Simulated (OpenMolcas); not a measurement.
# One shape, several levels: SiH3OF (SMILES O[SiH2]F)

Wanted: a comparison of 6 runs (B3LYP/6-31G*, M06-2X/aug-cc-pVDZ, M06-L/aug-cc-pVDZ, PBE/aug-cc-pVDZ, revPBE/aug-cc-pVDZ, CCSD(T)/aug-cc-pVDZ) of SiH3OF. 

The results are computed with OpenMolcas 26.06.

1 further run of the same task is left out (set aside as unsound or not needed).

**1. The molecule**

The species is SiH3OF (6 atoms), meant as a singlet with charge 0. SMILES: `O[SiH2]F`. One bond was lengthened or shortened from a relaxed shape.

Bond lengths: O1–Si2 1.874 Å, Si2–F3 1.596 Å, O1–H4 0.958 Å, Si2–H5 1.474 Å, Si2–H6 1.482 Å. Angles: O1–Si2–F3 111.0°, O1–Si2–H5 106.4°, O1–Si2–H6 111.7°, F3–Si2–H5 108.2°, F3–Si2–H6 106.0°, Si2–O1–H4 119.1°, H5–Si2–H6 113.7°.

**2. A single-point energy at B3LYP/6-31G(d) (Cartesian functions) (run 1)**

Contents of test.input:

```
* FH3OSi Kohn-Sham DFT
&GATEWAY
BasLib=$CurrDir
Coord
6
angstrom
O       -1.038240      -0.239180      -1.081274
Si       0.378300      -0.009300       0.123900
F        0.180800      -0.922800       1.417800
H       -1.898940       0.120220      -0.862774
H        1.595600      -0.458500      -0.575800
H        0.455100       1.385600       0.617600
Basis=6-31Gs
Group=NoSym
&SEWARD
GridInput
Grid=UltraFine
End of Grid
&SCF
KSDFT=B3LYP
Thresholds=1e-10 1e-07 1e-07 1e-05
PrOrbitals=1 1
```

The basis set 6-31G* is read from a file made from the Basis Set Exchange's data (not shown).

Run with:

```console
export MOLCAS_MEM=1860
pymolcas test.input > test.log
```

The log of the run:

```text
--- Start Module: gateway ---
[...]
--- Stop Module: gateway /rc=_RC_ALL_IS_WELL_ ---
--- Start Module: seward ---
[...]
      Basis functions           55
--- Stop Module: seward /rc=_RC_ALL_IS_WELL_ ---
[...]
--- Start Module: scf ---
[...]
       Convergence after  14 Iterations
[...]
::    Total KS-DFT energy                            -466.4320222930
[...]
      Total spin, S                                     0.0000000000
[...]
      Total electronic charge=   34.000000
      Total            charge=   -0.000000
[...]
      Dipole Moment (debye):
      Origin of the operator (angstrom)=   -0.0369   -0.3116    0.1861
                   X= -9.0614E-02               Y=  1.4925E+00               Z=  3.6672E-01           Total=  1.5395E+00
      Quadrupole Moment (debye*angstrom):
[...]
--- Stop Module: scf /rc=_RC_ALL_IS_WELL_ ---
[...]
```

Wall time 17 s (1 thread of AMD EPYC 7R43 (Zen 3), shared host); peak memory 0.39 GiB.

**3. A single-point energy at M06-2X/aug-cc-pVDZ (run 2)**

Contents of run.input:

```
* FH3OSi Kohn-Sham DFT

&GATEWAY
  BasLib=$CurrDir
  BasisSet
  O.aug-cc-pVDZ....
  O1 -1.038240 -0.239180 -1.081274 angstrom
  End of Basis
  BasisSet
  Si.aug-cc-pVDZ....
  Si2 0.378300 -0.009300 0.123900 angstrom
  End of Basis
  BasisSet
  F.aug-cc-pVDZ....
  F3 0.180800 -0.922800 1.417800 angstrom
  End of Basis
  BasisSet
  H.aug-cc-pVDZ....
  H4 -1.898940 0.120220 -0.862774 angstrom
  H5 1.595600 -0.458500 -0.575800 angstrom
  H6 0.455100 1.385600 0.617600 angstrom
  End of Basis

&SEWARD
  GridInput
  Grid=UltraFine
  End of Grid

&SCF
  KSDFT=M062X
  Thresholds=1e-10 1e-07 1e-07 1e-05
  PrOrbitals=0
```

The basis set aug-cc-pVDZ is read from a file made from the Basis Set Exchange's data (not shown).

Run with:

```console
export MOLCAS_MEM=1860
pymolcas run.input > run.log
```

The log of the run:

```text
--- Start Module: gateway ---
[...]
--- Stop Module: gateway /rc=_RC_ALL_IS_WELL_ ---
--- Start Module: seward ---
[...]
      Basis functions          100
--- Stop Module: seward /rc=_RC_ALL_IS_WELL_ ---
[...]
--- Start Module: scf ---
[...]
       Convergence after  12 Iterations
[...]
::    Total KS-DFT energy                            -466.3771263072
[...]
      Total spin, S                                     0.0000000000
[...]
      Total electronic charge=   34.000000
      Total            charge=   -0.000000
[...]
      Dipole Moment (debye):
      Origin of the operator (angstrom)=   -0.0369   -0.3116    0.1861
                   X=  2.2881E-01               Y=  1.5214E+00               Z=  3.0480E-01           Total=  1.5684E+00
      Quadrupole Moment (debye*angstrom):
[...]
--- Stop Module: scf /rc=_RC_ALL_IS_WELL_ ---
[...]
```

Wall time 49 s (1 thread of AMD EPYC 7R43 (Zen 3), shared host); peak memory 0.56 GiB.

Runs 3 to 5 aren't shown in full; the table further down has their settings and results.

**4. The energy at CCSD(T)/aug-cc-pVDZ (Cholesky decomposition) (run 6)**

Contents of coord.xyz:

```xyz
6

O     -1.038240    -0.239180    -1.081274
Si     0.378300    -0.009300     0.123900
F      0.180800    -0.922800     1.417800
H     -1.898940     0.120220    -0.862774
H      1.595600    -0.458500    -0.575800
H      0.455100     1.385600     0.617600
```

Contents of mol.input:

```
&gateway
  baslib=$CurrDir
  coord=coord.xyz
  basis=aug-cc-pVDZ
  group=NoSym

&seward
  high

&scf
  thresholds=1e-10 1e-07 1e-07 1e-05
  prorbitals=1 2

&chcc
  frozen=7
  threshold=1e-08
  maxiterations=80

&cht3
  frozen=7
```

The basis set aug-cc-pVDZ is read from a file made from the Basis Set Exchange's data (not shown).

Run with:

```console
export MOLCAS_MEM=1860
pymolcas mol.input > mol.log
```

The log of the run:

```text
--- Start Module: gateway ---
[...]
--- Stop Module: gateway /rc=_RC_ALL_IS_WELL_ ---
[...]
      Basis functions          100
[...]
       Convergence after  13 Iterations
[...]
::    Total SCF energy                               -465.0868605010
[...]
      Total spin, S                                     0.0000000000
[...]
      Total electronic charge=   34.000000
      Total            charge=   -0.000000
[...]
      Dipole Moment (debye):
      Origin of the operator (angstrom)=   -0.0369   -0.3116    0.1861
                   X=  2.8809E-01               Y=  1.6670E+00               Z=  3.3528E-01           Total=  1.7246E+00
      Quadrupole Moment (debye*angstrom):
[...]
--- Start Module: chcc ---
[...]
--- Stop Module: chcc /rc=_RC_ALL_IS_WELL_ ---
[...]
--- Start Module: cht3 ---
[...]
--- Stop Module: cht3 /rc=_RC_ALL_IS_WELL_ ---
[...]
```

Wall time 2.8 min (1 thread of AMD EPYC 7R43 (Zen 3), shared host); peak memory 0.15 GiB.

**5. All runs side by side**

| run | level | Cartesian functions | integral approximation | energy (Eh) | dipole moment (D) of the reference | HOMO energy (eV) | LUMO energy (eV) | wall time |
| --- | --- | --- | --- | --- | --- | --- | --- | --- |
| 1 | B3LYP/6-31G* (Cartesian functions) | yes | none | -466.432022 | 1.54 | -8.24 | 0.26 | 17 s |
| 2 | M06-2X/aug-cc-pVDZ | no | none | -466.377126 | 1.57 | -10.67 | -0.16 | 49 s |
| 3 | M06-L/aug-cc-pVDZ | no | none | -466.438511 | 1.50 | -7.49 | -0.59 | 48 s |
| 4 | PBE/aug-cc-pVDZ | no | none | -466.133108 | 1.41 | -7.36 | -1.28 | 40 s |
| 5 | revPBE/aug-cc-pVDZ | no | none | -466.341991 | 1.39 | -7.30 | -1.23 | 35 s |
| 6 | CCSD(T)/aug-cc-pVDZ (Cholesky decomposition) | no | CD high | -465.641273 | 1.72 | -13.25 | 1.01 | 2.8 min |

**6. Results**

```
                                          quantity          value
                               run 6: total energy  -465.64127 Eh
         run 6: dipole moment (mean-field density)         1.72 D
        run 6: HOMO energy (Hartree–Fock orbitals)      -13.25 eV
        run 6: LUMO energy (Hartree–Fock orbitals)        1.01 eV
      run 6: HOMO–LUMO gap (Hartree–Fock orbitals)       14.25 eV
run 6: correlation energy (7 core orbitals frozen)     -554.4 mEh
                             run 6: (T) correction     -14.05 mEh
```

**Reading.** Over runs 1, 2, 3, 4, 5 the dipole moment (its size) runs from 1.39 D (revPBE/aug-cc-pVDZ) to 1.57 D (M06-2X/aug-cc-pVDZ). Over runs 1, 2, 3, 4, 5 the HOMO–LUMO gap runs from 6.07 eV (revPBE/aug-cc-pVDZ) to 10.50 eV (M06-2X/aug-cc-pVDZ). Totals of different functionals can't be ranked against each other. All runs together took 6 min, the longest 2.8 min.
